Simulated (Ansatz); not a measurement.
## Ge–PH$_{2}$, doublet: vertical spin and charge gaps

Geometry (PBE0/def2-TZVP stationary point for this spin, not checked as a minimum):

```xyz
4

Ge    0.0000    0.0000    0.7020
P     0.0000    0.0000   -1.4925
H     0.0000    1.1073   -2.3623
H     0.0000   -1.1073   -2.3623
```

Basis cc-pVTZ; Ansatz 0.2.0. Only valence electrons are correlated (noble-gas cores and the filled d shells of p-block atoms frozen). Prefix R: restricted or restricted open-shell reference; prefix U: unrestricted. Active spaces: valence = (11e, 10o) chosen from the atoms' valence shells. No spin–orbit coupling is included, and no scalar relativity.

Gaps are energies of the second state less the first, at fixed atoms, for a selection of the levels run; each method lands on the state that its own search finds for that charge and spin.

**Question.** PBE gives 8.884 eV for removing an electron, to the triplet. Estimate what UCCSDT(Q) gives in cc-pVTZ.

**Answer.** UCCSDT(Q) in cc-pVTZ gives 8.855 eV, so against it PBE is off by 0.029 eV.

```tsv
level	gap (eV)	error (meV)
UHF	7.621	-1234
UMP2	8.818	-37
UCCSD	8.714	-141
UCCSD(T)	8.838	-17
BCCD(T)	8.841	-14
UCCSDT	8.840	-15
CASSCF (valence space)	7.860	-995
NEVPT2 (valence space)	8.650	-205
MRCISD (valence space)	8.663	-192
MRCISD+Q (valence space)	8.820	-35
r2SCAN	8.891	36
PBE0	8.816	-39
B3LYP	8.872	17
wB97M-V	8.790	-65
B2PLYP	8.805	-50
RPA-PBE	9.049	194
```

Quartet less doublet: 2.574 eV at UCCSDT(Q).

```csv
level,gap (eV),error (meV)
UHF,1.772,-802
UMP2,2.568,-6
UCCSD,2.470,-104
UCCSD(T),2.562,-12
BCCD(T),2.569,-5
UCCSDT,2.561,-13
CASSCF (valence space),2.476,-98
NEVPT2 (valence space),2.606,32
MRCISD (valence space),2.572,-2
MRCISD+Q (valence space),2.586,12
PBE,2.555,-19
r2SCAN,2.400,-174
PBE0,2.426,-148
B3LYP,2.587,13
wB97M-V,2.569,-5
B2PLYP,2.599,25
RPA-PBE,2.582,8
```

Functionals correlate the shells that the reference freezes, so part of their error here is the reference's.

Full CI isn't at hand for all of this; UCCSDT(Q) serves as the reference, and is uncertain by about the last step of the cluster series. The frozen core follows each run's orbitals, which can shift R against U totals by a few meV for light atoms and by up to 0.1 eV past Ca.
